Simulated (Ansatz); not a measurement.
# MgNaH (singlet): from Hartree-Fock to the top rungs at distance Mg2–H3 = 1.747 Å, cc-pVTZ

One table from this session's results is given with a row withheld; the runs are named, their logs left out.

The runs use Ansatz 0.2.0, Gaussian basis; cc-pVTZ, core rule «outside noble gas», up to 10 orbitals frozen.

Plan: UHF; CCSD(T) on RHF; BCCD(T) on RHF; CCSDT(Q) on RHF; Full CI.

42 further runs of the same task are left out: 22 for a known fault of the program, 13 that didn't finish, 7 set aside as unsound or not needed.

## What is computed

The geometry derives from a PBE0/def2-TZVP stationary point (not a proven minimum). One bond is set to the value named and the two fragments are kept rigid.

3 atoms, charge 0, spin multiplicity 1.

Atoms are counted from 1 here; the program's logs count them from 0.

Bond lengths: Na1–Mg2 3.016 Å, Mg2–H3 1.747 Å. Angles: Na1–Mg2–H3 180.0°.

The first run:

Input file in.yaml:

```yaml
crystal:
  periodic: [false, false, false]
  atoms:
    - {symbol: Na, position_ang: [0.000000, 0.000000, 2.593200]}
    - {symbol: Mg, position_ang: [0.000000, 0.000000, -0.422900]}
    - {symbol: H, position_ang: [0.000000, 0.000000, -2.170300]}
basis:
  gaussian: {orbitals: cc-pVTZ}
magnetization: {spin_polarized: true, initial_magnetization: 0}
hamiltonian: {xc: hf}
output: {orbitals: {seedname: orbitals}}
```

Started as:

```sh
$ ansatz run in.yaml --threads 1 --pin off --events-out ev --progress --plain --max-ram 2393MiB
```

Among the steps run: UHF; CCSD(T) on RHF; BCCD(T) on RHF; CCSDT(Q) on RHF; Full CI.

One table of the session follows, with a row left open; its other results are not shown here.

It belongs to the step «Misses and costs». 

| method | from FCI (kcal/mol) |
| --- | --- |
| RHF | +45.07 |
| RMP2 | +11.70 |
| RCCSD | +0.82 |
| RCCSD(T) | +0.21 |
| BCCD(T) | +0.20 |
| RCCSDT | ? |
| RCCSDT(Q) | +0.01 |
| FCI | 0 |

Estimate the missing values for RCCSDT.

As computed: from FCI (kcal/mol): +0.03. In the column «from FCI (kcal/mol)» it lies between RCCSDT(Q) (+0.01) and BCCD(T) (+0.20).
